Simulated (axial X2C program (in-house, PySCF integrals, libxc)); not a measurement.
Testing model relations on CH⁻

A bond curve at the CCSD(T) level, two-component, was computed with an axial X2C code built on PySCF integrals (basis C dyall-av3z [8s7p3d2f], H dyall-av3z [7s3p2d] (cores contracted in-house)) for the state Ω = 1 (⟨Sz⟩ = 1.00, ⟨Lz⟩ = 0.00 at HF). Its fit gives Re = 1.1400 Å, ωe = 2615.5 cm⁻¹, ωexe = 78.1 cm⁻¹ and αe = 6.390e-01 cm⁻¹; the masses are 12.0000 and 1.0078 u. Two-component means X2C with spin–orbit coupling and atomic mean-field Coulomb and Gaunt terms.

Correlated methods: 6 electrons correlated (number of frozen shells: C 1 s; H none), 150 virtual spin orbitals or spinors in MP2, 86 natural virtuals in coupled cluster.

Find the reduced mass, Be and the force constant.

From the CCSD(T) values: μ = 0.9297 u. Be = 16.8576/(μ Re²) = 13.95 cm⁻¹. k = 5.8918×10⁻⁷ μ ωe² = 3.75 mdyn/Å.

Estimate the centrifugal constant by the Kratzer relation.

D = 4Be³/ωe² = 1.59e-03 cm⁻¹.

Estimate De from a Morse curve and compare with the computed well depth of 3.511 eV to C- + H.

De(Morse) = ωe²/(4ωexe) = 2.715 eV against 3.511 eV computed, a ratio of 0.77. The extrapolation falls short: long-range attraction (ionic or ion–induced dipole) or a change of character along the curve can cause this.

Scale the constants to the deuteride (D 2.0141 u) within the Born–Oppenheimer picture.

ρ = √(μH/μD) = 0.7342; ωe = 1920.4, ωexe = 42.1, Be = 7.521 cm⁻¹; the zero-point energy falls by 339 cm⁻¹.

Where do the fundamental and the first overtone lie?

ν(1←0) = ωe − 2ωexe = 2459.3 cm⁻¹; ν(2←0) = 2ωe − 6ωexe = 4762.4 cm⁻¹.

The state is one determinant whose occupation by symmetry is held fixed; it was picked as the lowest of a PBE0 search that is not exhaustive. Dissociation energies refer to the lowest single-determinant-based atoms at the same level and basis. CCSD and (T) use frozen natural virtuals with an MP2 correction for the truncation; (T) itself is uncorrected, so its De runs slightly low. With several unpaired electrons one determinant need not be a pure state. Open-shell Ω = 0 determinants with evenly filled partner blocks cannot be reached by this program, so the Ω shown need not be the lowest component. This is the Ω = 1 component of a π² triplet; the 0⁺ component is not one determinant and can lie lowest.
